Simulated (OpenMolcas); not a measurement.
# OpenMolcas timings: CHF2 (difluoromethyl radical)

CHF2 has 4 atoms, charge 0, and is taken as a doublet. As SMILES, `F[CH]F`. The shape is that of a PBE0-D4/def2-TZVP optimisation.

```xyz
4

F    -1.2082    0.2646   -0.1417
C     0.0386    0.0634    0.2444
F     0.4331   -1.1668   -0.0296
H     0.7365    0.8387   -0.0731
```

Program: OpenMolcas 26.06. Hardware: 1 thread of Intel Xeon 6975P-C (Granite Rapids), shared host, so times are rough. Two-electron integrals are exact unless an approximation is named.

Estimate their order by wall time, quickest first.
A. gradient at U-r2SCAN0/ANO-L-VDZP
B. gradient at UHF/3-21G
C. gradient at U-r2SCAN/def2-TZVP, grid UltraFine
D. gradient at UBLYP/3-21G, grid UltraFine

B (1.4 s), D (4.8 s), A (13 s), C (33 s).
